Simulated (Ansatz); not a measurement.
A made-up structure of C2H4N, doublet:

C1  (-1.093, 0.172, -0.518)
C2  (1.050, -0.214, 0.614)
N3  (0.006, -0.479, -0.198)
H4  (-1.721, -0.158, -1.336)
H5  (-1.424, 1.042, 0.050)
H6  (1.608, 0.670, 0.440)
H7  (1.631, -1.032, 0.957)
(Å)

It is relaxed with PBE-D4/def2-SVP and then PBE0-D4/def2-TZVP (Ansatz 0.2.0). Atoms count as bonded within 1.22 times the sum of their covalent radii (H–H: 0.88 Å). The end point is not checked to be a true minimum.

(1) Does its bonding change? (Judge from chemistry; the calculation decides.)

Results:

(1) Computed: No: no bond forms or breaks.

Where it ends: The first stage lowers the energy by 0.34 eV in 15 steps. It ends as C₂H₄N ([CH2][N][CH2]):
```xyz
7
angstrom
C -0.9883 0.1562 -0.5178
C 0.9964 -0.2705 0.4877
N -0.0407 -0.6939 -0.1969
H -1.8425 -0.1993 -1.0830
H -0.9464 1.2129 -0.2344
H 1.1021 0.7724 0.8037
H 1.7757 -0.9770 0.7499
```

Labels in which every atom is bracketed show which atoms are joined, not bond orders.

For scale, one of the runs: PBE0-D4/def2-TZVP relaxation, 117 basis functions, launched by `ansatz run in.yaml --threads 2 --pin off --events-out ev --progress --plain --max-ram 4352MiB`. The run took about 13 s on 2 CPU threads of an Arm Neoverse V2 (shared host).
